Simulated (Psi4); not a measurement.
Psi4 input (wB97X-V/3-21G):

```
memory 2025 MB

molecule {
0 1
H    -0.00000000   -0.00000000   -0.37201156
H     0.00000000    0.00000000    0.37201156
}

set {
  basis 3-21g
  scf_type df
}

energy('wb97x-v')
print_variables()
```

Output:

```
-----------------------------------------------------------------------
          Psi4: An Open-Source Ab Initio Electronic Structure Package
                               Psi4 1.11 release

    D. G. A. Smith, L. A. Burns, A. C. Simmonett, R. M. Parrish,
    M. C. Schieber, R. Galvelis, P. Kraus, H. Kruse, R. Di Remigio,
    A. Alenaizan, A. M. James, S. Lehtola, J. P. Misiewicz, M. Scheurer,
    R. A. Shaw, J. B. Schriber, Y. Xie, Z. L. Glick, D. A. Sirianni,
    J. S. O'Brien, J. M. Waldrop, A. Kumar, E. G. Hohenstein,
    B. P. Pritchard, B. R. Brooks, H. F. Schaefer III, A. Yu. Sokolov,
    K. Patkowski, A. E. DePrince III, U. Bozkaya, R. A. King,
    F. A. Evangelista, J. M. Turney, T. D. Crawford, C. D. Sherrill,
    J. Chem. Phys. 152(18) 184108 (2020). https://doi.org/10.1063/5.0006002

                            Additional Code Authors
    E. T. Seidl, C. L. Janssen, E. F. Valeev, M. L. Leininger,
    J. F. Gonthier, R. M. Richard, H. R. McAlexander, M. Saitow, X. Wang,
    P. Verma, M. H. Lechner, A. Jiang, S. Behnle, A. G. Heide,
    M. F. Herbst, D. L. Poole, T. Győri, E. C. Mitchell, J. P. Pederson,
    and A. M. Wallace

             Previous Authors, Complete List of Code Contributors,
                       and Citations for Specific Modules
    https://github.com/psi4/psi4/blob/master/codemeta.json
    https://github.com/psi4/psi4/graphs/contributors
    https://psicode.org/psi4manual/master/introduction.html#citing-psifour

    -----------------------------------------------------------------------

    Threads:    1
    Addons:     a̶d̶c̶c̶, a̶m̶b̶i̶t̶, b̶s̶e̶, c̶c̶t̶3̶, c̶f̶o̶u̶r̶, c̶h̶e̶m̶p̶s̶2̶, c̶p̶p̶e̶, d̶d̶x̶,
                d̶f̶t̶d̶3̶, d̶f̶t̶d̶4̶, dkh, ecpint, einsums, f̶o̶r̶t̶e̶, gauxc, g̶c̶p̶,
                g̶d̶m̶a̶, g̶e̶o̶m̶e̶t̶r̶i̶c̶, g̶p̶u̶_̶d̶f̶c̶c̶, i̶n̶t̶e̶g̶r̶a̶t̶o̶r̶x̶x̶,
                i̶p̶i̶, l̶i̶b̶e̶f̶p̶, m̶d̶i̶, m̶p̶2̶d̶, m̶r̶c̶c̶, ooo,
                o̶p̶e̶n̶f̶e̶r̶m̶i̶o̶n̶p̶s̶i̶4̶, pcmsolver, p̶s̶i̶4̶f̶o̶c̶k̶c̶i̶, p̶s̶i̶x̶a̶s̶,
                p̶y̶e̶i̶n̶s̶u̶m̶s̶, r̶e̶s̶p̶, s̶i̶m̶i̶n̶t̶, s̶n̶s̶m̶p̶2̶,
                v̶2̶r̶d̶m̶_̶c̶a̶s̶s̶c̶f̶

  ==> Input File <==

--------------------------------------------------------------------------
memory 2025 MB

molecule {
0 1
H    -0.00000000   -0.00000000   -0.37201156
H     0.00000000    0.00000000    0.37201156
}

set {
  basis 3-21g
  scf_type df
}

energy('wb97x-v')
print_variables()
--------------------------------------------------------------------------

   => Libint2 <=

    Primary   basis highest AM E, G, H:  7, 6, 3
    Auxiliary basis highest AM E, G, H:  7, 7, 4
    Onebody   basis highest AM E, G, H:  -, -, -
    Solid Harmonics ordering:            Gaussian

   => Loading Basis Set <=

    Name: 3-21G
    Role: ORBITAL
    Keyword: BASIS
    atoms 1-2 entry H          line    21 file 3-21g.gbs

         ---------------------------------------------------------
                                   SCF
               by Justin Turney, Rob Parrish, Andy Simmonett
                          and Daniel G. A. Smith
                              RKS Reference
                        1 Threads,   1931 MiB Core
         ---------------------------------------------------------

  ==> Geometry <==

    Molecular point group: d2h
    Full point group: D_inf_h

    Geometry (in Angstrom), charge = 0, multiplicity = 1:

       Center              X                  Y                   Z               Mass
    ------------   -----------------  -----------------  -----------------  -----------------
         H            0.000000000000     0.000000000000    -0.372011560000     1.007825032230
         H            0.000000000000     0.000000000000     0.372011560000     1.007825032230

  Running in d2h symmetry.

  Rotational constants: A = ************  B =     60.43221  C =     60.43221 [cm^-1]
  Rotational constants: A = ************  B = 1811712.12794  C = 1811712.12794 [MHz]
  Nuclear repulsion =    0.711237589861455

  Charge       = 0
  Multiplicity = 1
  Electrons    = 2
  Nalpha       = 1
  Nbeta        = 1

  ==> Algorithm <==

  SCF Algorithm Type is DF.
  DIIS enabled.
  MOM disabled.
  Fractional occupation disabled.
  Guess Type is SAD.
  Energy threshold   = 1.00e-06
  Density threshold  = 1.00e-06
  Integral threshold = 1.00e-12

  ==> Primary Basis <==

  Basis Set: 3-21G
    Blend: 3-21G
    Number of shells: 4
    Number of basis functions: 4
    Number of Cartesian functions: 4
    Spherical Harmonics?: false
    Max angular momentum: 0

  ==> DFT Potential <==

   => LibXC <=

    Version 7.1.2
    S. Lehtola, C. Steigemann, M. J. T. Oliveira, and M. A. L. Marques,  SoftwareX 7, 1–5 (2018) (10.1016/j.softx.2017.11.002)

   => Composite Functional: WB97X-V <=

    wB97X-V Hyb-GGA Exchange-Correlation Functional

    N. Mardirossian and M. Head-Gordon,  Phys. Chem. Chem. Phys. 16, 9904–9924 (2014) (10.1039/C3CP54374A)

    Deriv               =              1
    GGA                 =           TRUE
    Meta                =          FALSE

    Exchange Hybrid     =           TRUE
    MP2 Hybrid          =          FALSE

   => Exchange-Correlation Functionals <=

    1.0000   wB97X-V range-separated functional

   => Exact (HF) Exchange <=

    0.8330            HF,LR [omega = 0.3000]
    0.1670               HF

   => LibXC Density Thresholds  <==

    XC_HYB_GGA_XC_WB97X_V:  1.00E-14

   => VV10 Non-Local Parameters <=

    VV10 B              =     6.0000E+00
    VV10 C              =     1.0000E-02

   => Molecular Quadrature <=

    Radial Scheme          =       TREUTLER
    Pruning Scheme         =           NONE
    Nuclear Scheme         =       TREUTLER

    Blocking Scheme        =         OCTREE
    BS radius alpha        =              1
    Pruning alpha          =              1
    Radial Points          =             75
    Spherical Points       =            302
    Total Points           =          44640
    Total Blocks           =            392
    Max Points             =            256
    Max Functions          =              4
    Weights Tolerance      =       1.00E-15

   => Loading Basis Set <=

    Name: (3-21G AUX)
    Role: JKFIT
    Keyword: DF_BASIS_SCF
    atoms 1-2 entry H          line    18 file def2-universal-jkfit.gbs

  ==> Integral Setup <==

  DFHelper Memory: AOs need 0.000 GiB; user supplied 1.409 GiB.
  SCF_SUBTYPE=INCORE selected. In-core MEM_DF algorithm will be used.
  Using in-core AOs.

  ==> MemDFJK: Density-Fitted J/K Matrices <==

    J tasked:                   Yes
    K tasked:                   Yes
    wK tasked:                  Yes
    Omega:                3.000E-01
    OpenMP threads:               1
    Algorithm:                 Core
    Schwarz Cutoff:           1E-12
    Mask sparsity (%):       0.0000
    Fitting Condition:        1E-10

   => Auxiliary Basis Set <=

  Basis Set: (3-21G AUX)
    Blend: DEF2-UNIVERSAL-JKFIT
    Number of shells: 12
    Number of basis functions: 40
    Number of Cartesian functions: 40
    Spherical Harmonics?: false
    Max angular momentum: 2

  Cached 100.0% of DFT collocation blocks in 0.005 [GiB].

  Minimum eigenvalue in the overlap matrix is 2.9820444085E-01.
  Reciprocal condition number of the overlap matrix is 1.7522929781E-01.
    Using symmetric orthogonalization.

  ==> Pre-Iterations <==

  SCF Guess: Superposition of Atomic Densities via on-the-fly atomic UHF (no occupation information).

   -------------------------
    Irrep   Nso     Nmo
   -------------------------
     Ag         2       2
     B1g        0       0
     B2g        0       0
     B3g        0       0
     Au         0       0
     B1u        2       2
     B2u        0       0
     B3u        0       0
   -------------------------
    Total       4       4
   -------------------------

  ==> Iterations <==

                           Total Energy        Delta E     RMS |[F,P]|

   @DF-RKS iter SAD:    -0.90779263517892   -9.07793e-01   0.00000e+00
   @DF-RKS iter   1:    -1.16334223963657   -2.55550e-01   5.00040e-03 ADIIS/DIIS
   @DF-RKS iter   2:    -1.16349751029231   -1.55271e-04   3.03139e-04 ADIIS/DIIS
   @DF-RKS iter   3:    -1.16349808325246   -5.72960e-07   2.40484e-07 DIIS
  Energy and wave function converged.

  ==> Post-Iterations <==

   Electrons on quadrature grid:
      Ntotal   =    2.0000000002 ; deviation = 2.487e-10

    Orbital Energies [Eh]
    ---------------------

    Doubly Occupied:

       1Ag    -0.536842

    Virtual:

       1B1u    0.219639     2Ag     0.828627     2B1u    1.346364

    Final Occupation by Irrep:
             Ag   B1g   B2g   B3g    Au   B1u   B2u   B3u
    DOCC [     1,    0,    0,    0,    0,    0,    0,    0 ]
    NA   [     1,    0,    0,    0,    0,    0,    0,    0 ]
    NB   [     1,    0,    0,    0,    0,    0,    0,    0 ]

  @DF-RKS Final Energy:    -1.16349808325246

   => Energetics <=

    Nuclear Repulsion Energy =              0.7112375898614546
    One-Electron Energy =                  -2.4899989057044394
    Two-Electron Energy =                   0.9546763794170294
    DFT Exchange-Correlation Energy =      -0.3483244102464454
    Empirical Dispersion Energy =           0.0000000000000000
    VV10 Nonlocal Energy =                  0.0089112634199365
    Total Energy =                         -1.1634980832524646

Computation Completed

Properties will be evaluated at   0.000000,   0.000000,   0.000000 [a0]

Properties computed using the SCF density matrix

 Multipole Moments:

 ------------------------------------------------------------------------------------
     Multipole            Electronic (a.u.)      Nuclear  (a.u.)        Total (a.u.)
 ------------------------------------------------------------------------------------

 L = 1.  Multiply by 2.5417464519 to convert [e a0] to [Debye]
 Dipole X            :          0.0000000            0.0000000            0.0000000
 Dipole Y            :          0.0000000            0.0000000            0.0000000
 Dipole Z            :          0.0000000            0.0000000            0.0000000
 Magnitude           :                                                    0.0000000

 ------------------------------------------------------------------------------------

  Variable Map:
  ----------------------------------------------------------------------------
  "CURRENT ENERGY"              =>      -1.163498083252
  "CURRENT REFERENCE ENERGY"    =>      -1.163498083252
  "DD SOLVATION ENERGY"         =>       0.000000000000
  "DFT FUNCTIONAL TOTAL ENERGY" =>      -1.163498083252
  "DFT TOTAL ENERGY"            =>      -1.163498083252
  "DFT VV10 ENERGY"             =>       0.008911263420
  "DFT XC ENERGY"               =>      -0.348324410246
  "GRID ELECTRONS ALPHA"        =>       1.000000000124
  "GRID ELECTRONS BETA"         =>       1.000000000124
  "GRID ELECTRONS TOTAL"        =>       2.000000000249
  "NUCLEAR REPULSION ENERGY"    =>       0.711237589861
  "ONE-ELECTRON ENERGY"         =>      -2.489998905704
  "PCM POLARIZATION ENERGY"     =>       0.000000000000
  "PE ENERGY"                   =>       0.000000000000
  "SCF ITERATION ENERGY"        =>      -1.163498083252
  "SCF ITERATIONS"              =>       3.000000000000
  "SCF TOTAL ENERGY"            =>      -1.163498083252
  "TWO-ELECTRON ENERGY"         =>       0.954676379417
  "XC GRID RADIAL POINTS"       =>      75.000000000000
  "XC GRID SPHERICAL POINTS"    =>     302.000000000000
  "XC GRID TOTAL POINTS"        =>   44640.000000000000

  Array Variable Map:
  ----------------------------------------------------------------------------
  "CURRENT DIPOLE"              =>       0.000000000000 ... 0.000000000000 1 by 3
  "SCF DIPOLE"                  =>       0.000000000000 ... 0.000000000000 1 by 3
  "SCF TOTAL ENERGIES"          =>      -0.907792635179 ... -1.163498083252 1 by 4

*** Psi4 exiting successfully. Buy a developer a beer!
```
